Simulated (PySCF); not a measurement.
H4N2, SMILES NN. Atoms are numbered in the order given.

```xyz
6

N      0.7083     0.0978     0.0736
N     -0.7083    -0.0978     0.0736
H      1.1441    -0.7816     0.3186
H      1.0600     0.3861    -0.8341
H     -1.1441     0.7816     0.3186
H     -1.0600    -0.3861    -0.8341
```
Charge 0, spin multiplicity 1.

The structure is a stationary point at B3LYP-D3(BJ)/def2-TZVP.

Method: PBE/def2-TZVPD in PySCF.

Mulliken values depend strongly on the basis, most of all with diffuse functions as here. ESP charges are fitted to the potential on shells at 1.4 to 2.0 van der Waals radii. Atomic charges (e):

```json
[
 {"atom": "N1", "Mulliken": "-0.37", "ESP fit": "?"},
 {"atom": "N2", "Mulliken": "-0.37", "ESP fit": "?"},
 {"atom": "H3", "Mulliken": "0.20", "ESP fit": "?"},
 {"atom": "H4", "Mulliken": "0.17", "ESP fit": "?"},
 {"atom": "H5", "Mulliken": "0.20", "ESP fit": "?"},
 {"atom": "H6", "Mulliken": "0.17", "ESP fit": "?"}
]
```

### Question
Complete the blanks. (The exact figures need the calculation; the answer reports its results.)

### Answer

- N1, ESP fit: -0.63
- N2, ESP fit: -0.63
- H3, ESP fit: 0.33
- H4, ESP fit: 0.30
- H5, ESP fit: 0.33
- H6, ESP fit: 0.30
